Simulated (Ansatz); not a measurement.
Species: C$_{2}$H$_{5}$, charge 0, doublet.
NHTBH set geometry:
```xyz
7

C     -0.5679     0.0001    -0.2190
C      0.7511     0.0000     0.0419
H     -1.4939    -0.0005     1.5318
H     -1.1018     0.9206    -0.4086
H     -1.1019    -0.9203    -0.4092
H      1.2990    -0.9224     0.1738
H      1.2990     0.9223     0.1744
```
Charge 0, spin multiplicity 2.

Total energies in aug-cc-pVDZ, 13 correlated electrons, 2 frozen orbitals. Open shells are spin-unrestricted; no spin-orbit coupling. Correlated methods leave the cores frozen. No relativity. The UHF reference of C2H5 (saddle point or complex, doublet) is spin-contaminated (<S^2> up to 0.20 over the pure value in the sets run).

```csv
method,program,energy (Eh),minus CCSDT(Q) (mEh)
HF,Ansatz,-78.53655,329.22
MP2,Ansatz,-78.81281,52.96
CCSD,Ansatz,-78.85252,13.25
CCSD(T),Ansatz,-78.86385,1.92
CCSDT(Q),Ansatz,-78.86577,0.00
```

Rough core times of Ansatz's runs on a shared machine: CCSD(T) under 20 s, CCSDT(Q) 20 min.

Ansatz is a first-principles code.
